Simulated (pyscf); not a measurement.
Single points on ωB97X-D3(BJ)/def2-SVP structures (PySCF, gas phase).

Q: O=NbH(OH)–Cl (SMILES [O]=[NbH]([OH])[Cl]) → O=Nb(=O)–Cl (SMILES [O]=[Nb](=[O])[Cl]) + H₂ (SMILES [H][H])
Surface: singlet. Broken: H–O, H–Nb. Formed: H–H. Give ΔE‡ and ΔE from ωB97M-D3(BJ)/def2-TZVP, relative to the reactant's lowest minimum found.

A: ΔE‡ = 41.8 kcal/mol, ΔE = +41.0 kcal/mol. Zero-point energy shifts the barrier by -2.0 kcal/mol. It is an elimination, with an imaginary mode of 1310i cm⁻¹. On the product side the descent ends in an adduct with a H–Nb contact, 11.6 kcal/mol under the separated species and 11.8 kcal/mol under the saddle at ωB97X-D3(BJ)/def2-TZVP. This is the saddle that the search found; another between the same sides may lie lower. Elements past Kr carry the def2 core potentials, without spin-orbit coupling.
